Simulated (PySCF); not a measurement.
Molecule: 1-Buten-3-yne (C#CC=C, C4H4).

Bonds (- single, = double, # triple, : aromatic): C1#C2 1.214 Å, C2-C3 1.424 Å, C3=C4 1.341 Å. C1 carries H5; C3 carries H6; C4 carries H7, H8. H7 is cis to C2; H8 is trans to C2.

Spin–spin couplings on one PBE0-D3(BJ)/def2-SVP geometry, PySCF 2.14.0 with density-fitted response routines, gas phase, non-relativistic, equivalent pairs averaged; isotopes ¹³C, ¹H; functional B3LYP.

Reference values (Hz): ¹J(C1,H5) = 251.7 (measured; liquid or solution (compiled); San Fabian, Garcia de la Vega, Suardiaz et al., Magn. Reson. Chem. 2013, 51, 775 (SI)).

**Question.** How do the couplings (Hz) change with the basis set? Times are CPU seconds on shared hosts with different chips, so compare them loosely. Far from the basis limit: 6-31G-J, pcJ-0, 6-31G*, def2-TZVP, cc-pVTZ.

**Answer.** 
```tsv
basis set	functions	¹J(C1,H5)	abs. error	core-s
6-31G-J	64	287.4	35.7	2.9
pcJ-0	64	263.1	11.4	2.7
6-31G*	64	241.5	10.2	4.2
pcJ-1	148	276.1	24.4	12
def2-TZVP	148	261.4	9.7	12
cc-pVTZ	176	260.0	8.3	15
aug-cc-pVTZ-J	264	282.2	30.5	18
pcJ-2	300	278.8	27.1	21
```

Errors compare magnitudes, without vibrational corrections. Closest: cc-pVTZ; furthest: 6-31G-J.

The Fermi-contact term samples the wavefunction at the nucleus, which is why sets with added tight s functions (names with J) are made for couplings. Agreement of an ordinary basis with the reference is then largely a cancellation of errors.
